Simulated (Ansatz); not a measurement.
Ansatz input

```yaml
crystal:
  lattice:
    - [3.6964487342, 0.0, 0.0]
    - [-1.8482243671, 3.2012185076, 0.0]
    - [0.0, 0.0, 5.9449603878]
  atoms:
    - { symbol: Er, position: [0.3333333333, 0.6666666667, 0.25], spin: 3.283 }
    - { symbol: Er, position: [0.6666666667, 0.3333333333, 0.75], spin: 3.283 }
hamiltonian:
  xc: r2scan
  pseudopotentials:
    kind: paw
    azcp:
      Er: "pseudopotentials/Er.paw.azcp"
basis:
  ecutwfc: 500
  fft_grid_basis: typed
kpoints:
  mp_grid: { grid: [13, 13, 7], shift: [0, 0, 0] }
magnetization:
  spin_polarized: true
scf:
  occupations: { method: fermi_dirac, width: 0.05 }
output:
  stress: true
```

Terminal output

```
Warning: where an SCF of this run starts from atoms to list the orders of its open shells, Er (sites 0, 1, from 0) starts with 2.52 μB on its 4f shell and 0.52 μB on its 5d shell, in the place of the 3.28 μB that the deck gives it: its open shells can hold no more by Hund's first rule. To start from spheres of the given moment, type scf.initial_density.shell_occupations: []
Engine: ansatz 0.2.0, x86_64-unknown-linux-gnu
Pseudopotentials: kind: paw
Pseudopotential: Er, paw, valence charge 22, recommended cutoff 500 eV (meta_gga) 
Functional definition: r2SCAN
  parameter k0 = 0.174
  parameter k1 = 0.065
  parameter a1 = 4.9479
  exchange = r2scan_x(k0 = k0, k1 = k1, a1 = a1)
  correlation = r2scan_c
Crystal: 2 atoms, lattice volume = 70.348 Å³
Basis set: ecut = 500 eV, 1785 PW (Γ), exchange–correlation on 108×108×180 points (64 copies of the dense FFT grid, shifted against one another)
Bands: 31, of which v1, the nominal top of the filled ones, is band 22 counted from 1 (21 counted from 0)
Symmetry: 24 space group operations
Space group: P63/mmc (ITA 194), of the structure as read, at distance tolerance 4.1e-5 Å
Magnetic group: BNS 194.263 (UNI 1493), of the structure as read, at distance tolerance 4.1e-5 Å
k-points: 84 of 1183
Non-local potential: Er, projectors of the file, l = 0: 3, l = 1: 2, l = 2: 2, l = 3: 3
PAW form: soft (Blöchl's): semilocal exchange-correlation on the pseudo side does not see the compensation charge
PAW frozen core: Er, regenerated for the run's functional (the file was generated under x = pbe(κ = 0.804, μ = 0.2195149727645171), c = pbe(β = 0.06672455060314922))
PAW one-centre angular grid: Er, 2702 points (default); XC on 160 Gauss nodes
Initial density: superposition of atomic densities (chi_scale 0.1, normalization cell)
Starting moments: Σ|m| = 6.566 μB on 2 of 2 sites
Initial wavefunctions: pseudopotential atomic-orbital guess
Functional: x = r2scan, c = r2scan; τ floored in thin density (d = 2e-4 eV/Å³)
iter 1 solved again at ethr=2.95e-4 eV; its pass at ethr=3.10e-3 eV (dr2=1.30e-1 eV) is discarded
SCF iter   1: F=—  HF=-24194.589901 eV  |F-HF|=—  |Δ(HF+E_count)|=         —  Δρ=1.20e-2 (↑9.18e-3 ↓1.20e-2)  dr2=1.29e-1  dr2_τ=4.25e-3  dr2_m=3.79e-2  M=5.537 μB ∫|m|=5.537 μB  β_m=1.00  ethr=2.95e-4  ⟨swp⟩=2.0  Hψ=27418  notcnv=0
Mixer restart at iter 1: flushing history
spin=Collinear: Kerker preconditioning applied to the charge; magnetization (m = ρ↑ − ρ↓) channel mixes plain (no charge-response kernel on spin).
...
SCF 5 converged in 2 iterations: F = -24199.161987 eV  dr2 = 1.96e-9
Symmetry: 2 space group operations
k-points: 592 of 1183
iter 1 solved again at ethr=4.45e-12 eV; its pass at ethr=2.27e-6 eV (dr2=1.96e-9 eV) is discarded
SCF iter   1: F=-24199.161987 eV  HF=-24199.161987 eV  |F-HF|=2.14e-9  |Δ(HF+E_count)|=         —  Δρ=1.43e-6 (↑1.43e-6 ↓9.13e-7)  dr2=1.96e-9  dr2_τ=3.90e-11  dr2_m=4.23e-10  M=7.085 μB ∫|m|=7.127 μB  ethr=4.45e-12  ⟨swp⟩=1.1  Hψ=210934  notcnv=0
spin=Collinear: Kerker preconditioning applied to the charge; magnetization (m = ρ↑ − ρ↓) channel mixes plain (no charge-response kernel on spin).
SCF iter   2: F=-24199.161979 eV  HF=-24199.161987 eV  |F-HF|=7.70e-6  |Δ(HF+E_count)|=   5.06e-8  Δρ=1.58e-4 (↑5.98e-5 ↓1.58e-4)  dr2=1.53e-5  dr2_τ=1.11e-7  dr2_m=3.29e-6  M=7.085 μB ∫|m|=7.127 μB  ethr=2.27e-6  ⟨swp⟩=1.8  Hψ=202687  notcnv=0
SCF iter   3: F=-24199.161992 eV  HF=-24199.161992 eV  |F-HF|=8.74e-8  |Δ(HF+E_count)|=   5.10e-6  Δρ=1.47e-5 (↑1.31e-5 ↓1.47e-5)  dr2=3.14e-7  dr2_τ=5.32e-9  dr2_m=8.17e-8  M=7.084 μB ∫|m|=7.126 μB  ethr=1.04e-7  ⟨swp⟩=2.2  Hψ=89843  notcnv=0
SCF iter   4: F=-24199.161993 eV  HF=-24199.161993 eV  |F-HF|=1.99e-9  |Δ(HF+E_count)|=   9.85e-7  Δρ=3.25e-6 (↑3.25e-6 ↓2.02e-6)  dr2=9.71e-9  dr2_τ=3.76e-10  dr2_m=1.63e-9  M=7.085 μB ∫|m|=7.127 μB  ethr=2.27e-10  ⟨swp⟩=3.1  Hψ=144493  notcnv=0
an SCF along what the orbitals of the run's state read of its open shells (or to have them read: on a GPU, or by another smearing), with 22 of the crystal's symmetry operations given up (592 k-points in place of 84), reached no lower state that the run goes on to. This is no proof of a minimum
k-points: 322 of 1183 (time reversal used)
iter 1 solved again at ethr=4.43e-12 eV; its pass at ethr=2.27e-6 eV (dr2=1.95e-9 eV) is discarded
SCF iter   1: F=-24199.161987 eV  HF=-24199.161987 eV  |F-HF|=1.99e-9  |Δ(HF+E_count)|=         —  Δρ=1.43e-6 (↑1.43e-6 ↓8.83e-7)  dr2=1.95e-9  dr2_τ=3.90e-11  dr2_m=4.14e-10  M=7.085 μB ∫|m|=7.127 μB  ethr=4.43e-12  ⟨swp⟩=1.0  Hψ=114126  notcnv=0
spin=Collinear: Kerker preconditioning applied to the charge; magnetization (m = ρ↑ − ρ↓) channel mixes plain (no charge-response kernel on spin).
SCF iter   2: F=-24199.161964 eV  HF=-24199.161985 eV  |F-HF|=2.08e-5  |Δ(HF+E_count)|=   2.05e-6  Δρ=2.14e-4 (↑6.51e-5 ↓2.14e-4)  dr2=2.72e-5  dr2_τ=1.26e-7  dr2_m=5.64e-6  M=7.086 μB ∫|m|=7.128 μB  ethr=2.27e-6  ⟨swp⟩=1.8  Hψ=109333  notcnv=0
SCF iter   3: F=-24199.161987 eV  HF=-24199.161988 eV  |F-HF|=1.06e-6  |Δ(HF+E_count)|=   3.66e-6  Δρ=2.45e-5 (↑1.17e-5 ↓2.45e-5)  dr2=1.20e-6  dr2_τ=3.88e-9  dr2_m=1.05e-7  M=7.085 μB ∫|m|=7.127 μB  ethr=1.74e-7  ⟨swp⟩=1.7  Hψ=45149  notcnv=0
SCF iter   4: F=-24199.161996 eV  HF=-24199.161996 eV  |F-HF|=2.26e-8  |Δ(HF+E_count)|=   7.46e-6  Δρ=5.92e-6 (↑4.46e-6 ↓5.92e-6)  dr2=6.13e-8  dr2_τ=1.02e-9  dr2_m=8.23e-9  M=7.085 μB ∫|m|=7.127 μB  ethr=2.27e-10  ⟨swp⟩=3.7  Hψ=86756  notcnv=0
SCF iter   5: F=-24199.161864 eV  HF=-24199.162006 eV  |F-HF|=1.42e-4  |Δ(HF+E_count)|=   1.07e-5  Δρ=3.76e-4 (↑2.06e-5 ↓3.76e-4)  dr2=1.32e-4  dr2_τ=5.42e-8  dr2_m=2.19e-5  M=7.087 μB ∫|m|=7.128 μB  ethr=1.98e-10  ⟨swp⟩=2.4  Hψ=102496  notcnv=0
SCF iter   6: F=-24199.161999 eV  HF=-24199.162003 eV  |F-HF|=4.72e-6  |Δ(HF+E_count)|=   3.12e-6  Δρ=7.10e-5 (↑3.88e-6 ↓7.10e-5)  dr2=4.24e-6  dr2_τ=1.00e-9  dr2_m=8.01e-7  M=7.086 μB ∫|m|=7.127 μB  ethr=5.40e-7  ⟨swp⟩=1.0  Hψ=42504  notcnv=0
SCF iter   7: F=-24199.162003 eV  HF=-24199.162003 eV  |F-HF|=1.26e-7  |Δ(HF+E_count)|=   1.48e-7  Δρ=1.06e-5 (↑1.37e-6 ↓1.06e-5)  dr2=1.01e-7  dr2_τ=1.52e-10  dr2_m=1.55e-8  M=7.085 μB ∫|m|=7.127 μB  ethr=1.84e-8  ⟨swp⟩=1.8  Hψ=47330  notcnv=0
SCF iter   8: F=-24199.162006 eV  HF=-24199.162008 eV  |F-HF|=2.07e-6  |Δ(HF+E_count)|=   4.52e-6  Δρ=4.81e-5 (↑9.61e-6 ↓4.81e-5)  dr2=2.05e-6  dr2_τ=6.03e-9  dr2_m=4.43e-7  M=7.085 μB ∫|m|=7.127 μB  ethr=4.46e-10  ⟨swp⟩=2.2  Hψ=95263  notcnv=0
SCF iter   9: F=-24199.162008 eV  HF=-24199.162008 eV  |F-HF|=3.15e-7  |Δ(HF+E_count)|=   3.20e-7  Δρ=1.11e-5 (↑4.94e-6 ↓1.11e-5)  dr2=2.81e-7  dr2_τ=6.18e-10  dr2_m=1.39e-8  M=7.086 μB ∫|m|=7.127 μB  ethr=9.20e-9  ⟨swp⟩=1.9  Hψ=51773  notcnv=0
SCF iter  10: F=-24199.162009 eV  HF=-24199.162009 eV  |F-HF|=6.57e-8  |Δ(HF+E_count)|=   4.66e-7  Δρ=5.96e-6 (↑1.42e-6 ↓5.96e-6)  dr2=3.54e-8  dr2_τ=4.15e-10  dr2_m=4.44e-9  M=7.086 μB ∫|m|=7.127 μB  ethr=2.27e-10  ⟨swp⟩=3.1  Hψ=79724  notcnv=0
```

The run was cut off at its time limit.

Open f shells have many self-consistent states, so the state found may not be the lowest.
